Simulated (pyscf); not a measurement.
## Concerted two-bond exchange: `[SiH3][N]([SiH3])[SiH3]` -> `[SiH3][N]([SiH3])[SiH3]`

Gas phase, singlet surface, charge 0. Bonds broken: Si1–H5, Si3–H8. Bonds formed: Si1–H8, Si3–H5. Optimised with ωB97X-D3(BJ)/def2-SVP in PySCF.

Transition state (Å):

```xyz
13

Si     0.1908    -0.0966     0.4338
N     -1.2526     0.3329     1.3514
Si    -2.0089    -0.5966     0.0575
Si    -1.7055     1.9446     1.8518
H     -0.6509    -1.6083     0.4125
H      0.7781     1.2237     0.0055
H      1.3845    -0.9283     0.7683
H     -0.7314    -0.1547    -1.0486
H     -2.9282     0.3814    -0.6282
H     -2.7802    -1.8748     0.0559
H     -3.0654     1.8927     2.4608
H     -0.7224     2.4262     2.8639
H     -1.7354     2.9272     0.7246
```

One imaginary mode, 955i cm⁻¹; descent along it reached the two sides named.

| bond | change | reactant side (Å) | saddle | product side |
|---|---|---|---|---|
| Si1–H5 | breaks | 1.492 | 1.730 | 3.1 |
| Si3–H8 | breaks | 1.492 | 1.747 | 3.5 |
| Si1–H8 | forms | 3.5 | 1.747 | 1.492 |
| Si3–H5 | forms | 3.1 | 1.730 | 1.492 |

Electronic energies relative to the reactant's lowest minimum found (kcal/mol):

```
level                   barrier  reaction energy  reverse barrier
----------------------  -------  ---------------  ---------------
ωB97X-D3(BJ)/def2-TZVP     76.2              0.0             76.2
PBE/def2-TZVP              68.8              0.0             68.8
r²SCAN/def2-TZVP           72.5              0.0             72.5
B3LYP-D3(BJ)/def2-TZVP     78.6              0.0             78.6
PBE0-D3(BJ)/def2-TZVP      72.3              0.0             72.3
M06-2X/def2-TZVP           77.1              0.0             77.1
ωB97M-D3(BJ)/def2-TZVP     76.8              0.0             76.8
HF/def2-TZVP               93.4              0.0             93.4
```

With ωB97M-D3(BJ)/def2-TZVP energies and thermal terms (ideal gas, 1 atm, RRHO with modes under 100 cm⁻¹ raised to 100, one conformer, R ln 2 for chiral ones without a mode under 150 cm⁻¹), in kcal/mol:

```json
[
 {"T (K)": "298", "ΔH‡": "75.2", "ΔG‡": "76.5", "ΔH": "0.0", "ΔG": "0.0"},
 {"T (K)": "600", "ΔH‡": "74.5", "ΔG‡": "78.1", "ΔH": "0.0", "ΔG": "0.0"},
 {"T (K)": "900", "ΔH‡": "73.9", "ΔG‡": "80.1", "ΔH": "0.0", "ΔG": "0.0"},
 {"T (K)": "1200", "ΔH‡": "73.5", "ΔG‡": "82.2", "ΔH": "0.0", "ΔG": "0.0"}
]
```

At the saddle there is also a short Si–Si contact that neither side keeps. The same reactants have a lower exit, to SiH₄ + H₂Si=N–SiH₃ (barrier +61.2 kcal/mol at ωB97M-D3(BJ)/def2-TZVP, against +76.8 kcal/mol here). This is the saddle that the search found; another between the same sides may lie lower.
